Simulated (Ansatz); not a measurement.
Energy needed to pull apart C2H3O (SMILES C=C[O]), doublet, into free ground-state atoms, from the structure below (displaced at random from its PBE0-D4/def2-TZVP minimum); no zero-point or spin–orbit terms; open-shell atoms are treated unrestricted, in their ground-state multiplicity.

```
6
angstrom
C -0.4694 0.1003 -0.5449
C 0.4436 -0.0815 0.4247
O 0.9897 -1.0153 0.9103
H -0.9068 -0.7283 -0.7032
H -0.8907 0.8214 -0.8244
H 1.0834 0.8619 0.9887
```

Computed with Ansatz 0.2.0 (basis: def2-TZVPP); correlated methods freeze the cores; orbitals are unrestricted.

| method | atomization energy (kcal/mol) |
| --- | --- |
| PBE-D4 | ? |
| r2SCAN-D4 | 521.0 |
| PBE0-D4 | 519.8 |
| wB97M-V | 516.0 |
| HF | 353.8 |
| MP2 | ? |
| CCSD | 486.5 |
| CCSD(T) | 495.5 |

(1) What does PBE-D4 give? (Judge from chemistry; the value comes from the calculation.)

(2) What does MP2 give? (An estimate is asked for; the value comes from the calculation.)

No T1 diagnostic of these runs exceeds 0.028. ⟨S²⟩ of the unrestricted Hartree–Fock references: 0.88 (a pure state has 0.75). The unrestricted reference is spin-contaminated, which hurts MP2 most.

Results:

(1) By the calculation: 536.3 kcal/mol, which is about 40.7 kcal/mol more than CCSD(T)/def2-TZVPP.

(2) Computed: 502.6 kcal/mol, which is about 7.1 kcal/mol more than CCSD(T)/def2-TZVPP.

In triple zeta the MP2 and coupled-cluster atomization energies are still short of their basis limit by a few kcal/mol a bond, whereas those of the functionals are nearly converged, so these differences are not deviations from converged CCSD(T).

For scale, one of the runs: CCSD(T)/def2-TZVPP forces, 135 basis functions (an equivalent command: `ansatz run in.yaml --threads 2`). Time: 3.4 min of wall clock on 2 CPU threads; the host was shared. Peak host memory: 3.1 GiB.
